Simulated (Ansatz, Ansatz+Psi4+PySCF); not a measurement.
```yaml
atoms:
  - { symbol: C, position_ang: [0.0000, -0.0406, -0.5353] }
  - { symbol: N, position_ang: [0.0000, -0.0652, 0.6275] }
  - { symbol: H, position_ang: [0.0000, 0.8132, 0.9736] }
  - { symbol: H, position_ang: [0.0000, -0.9157, -1.0482] }
  - { symbol: H, position_ang: [0.0000, 0.8024, -1.1065] }
```

Basis set: cc-pVTZ (spherical functions). Correlated methods keep 2 orbitals frozen. Charge 0, multiplicity 1.

Computed with Ansatz (development build ahead of 0.2.0); each method stands on the lowest determinant of its kind that the runs found. Restricted open shells among the atoms or ions are ROHF, correlated in semicanonical orbitals with singles.

(1) Give the atomization energy at this shape (free ground-state atoms in the same class of orbitals less the molecule, no zero-point energy) of singlet CH3N by RHF-MP2, RHF.

Results:

(1)

| method | atomization energy |
| --- | --- |
| RHF-MP2 | 17.73 eV |
| RHF | 12.55 eV |

Caution: no unrestricted run beside it, a lower state can exist; the shape is not the minimum.
